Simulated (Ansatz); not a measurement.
# C2H2F4: small, medium and large basis sets

The task here is to estimate one member of a computed series from the others.

Computed with Ansatz 0.2.0, Gaussian basis. Level: one geometry, several basis sets.

The runs, in order: PBE0-D4/def2-SVP; ωB97M-V/def2-SVP; PBE0-D4/def2-QZVPP; ωB97M-V/def2-QZVPP; CCSD(T)/cc-pV(D+d)Z; CCSD(T)/cc-pV(T+d)Z; CCSD(T)/cc-pV(Q+d)Z; the functionals' def2-TZVPP values are taken from earlier runs.

## The geometry

All runs share one geometry, relaxed beforehand with PBE0-D4 in a triple-zeta def2 set.

SMILES `FCC(F)(F)F`, 8 atoms, charge 0, spin multiplicity 1.

Atoms are counted from 1 here; the program's logs count them from 0.

Bond lengths: F1–C2 1.364 Å, C2–C3 1.514 Å, C2–H7 1.093 Å, C2–H8 1.093 Å, C3–F4 1.332 Å, C3–F5 1.339 Å, C3–F6 1.332 Å. Angles: F1–C2–C3 109.8°, F1–C2–H7 109.7°, F1–C2–H8 109.7°, C3–C2–H7 108.6°, C3–C2–H8 108.6°, H7–C2–H8 110.3°, C2–C3–F4 111.9°, C2–C3–F5 108.9°, C2–C3–F6 111.9°, F4–C3–F5 108.1°, F4–C3–F6 107.8°, F5–C3–F6 108.1°.

Set-up of the first run:

in.yaml reads:

```yaml
crystal:
  periodic: [false, false, false]
  atoms:
    - {symbol: F, position_ang: [-0.224613, -1.506534, 0.915157]}
    - {symbol: C, position_ang: [-0.211199, -0.737778, -0.211657]}
    - {symbol: C, position_ang: [0.211238, 0.674252, 0.135451]}
    - {symbol: F, position_ang: [1.434396, 0.711331, 0.662421]}
    - {symbol: F, position_ang: [0.217106, 1.411780, -0.982138]}
    - {symbol: F, position_ang: [-0.624553, 1.243566, 1.002905]}
    - {symbol: H, position_ang: [0.502027, -1.148620, -0.930051]}
    - {symbol: H, position_ang: [-1.212300, -0.705097, -0.647889]}
basis:
  gaussian: {orbitals: def2-SVP}
hamiltonian: {xc: pbe0, dispersion: d4}
output: {orbitals: {seedname: orbitals}}
```

The run is started by

```sh
$ ansatz run in.yaml --threads 2 --pin off --events-out ev --progress --plain --max-ram 32768MiB --backend cpu
```

Steps of the session up to this table: PBE0-D4 in def2-SVP; ωB97M-V in def2-SVP; PBE0-D4 in def2-QZVPP; ωB97M-V in def2-QZVPP.

One of the session's tables, all rows but one given; the rest of the session is left out.

| functional | basis | HOMO (eV) | LUMO (eV) |
| --- | --- | --- | --- |
| PBE0-D4 | def2-SVP | ? | ? |
| PBE0-D4 | def2-TZVPP | -10.49 | 1.24 |
| PBE0-D4 | def2-QZVPP | -10.55 | 0.77 |
| ωB97M-V | def2-SVP | -12.70 | 3.68 |
| ωB97M-V | def2-TZVPP | -12.93 | 2.85 |
| ωB97M-V | def2-QZVPP | -12.98 | 1.94 |

Estimate the missing values for PBE0-D4, def2-SVP.

As computed: HOMO (eV): -10.29; LUMO (eV): 1.86. In the column «HOMO (eV)» it is the highest.
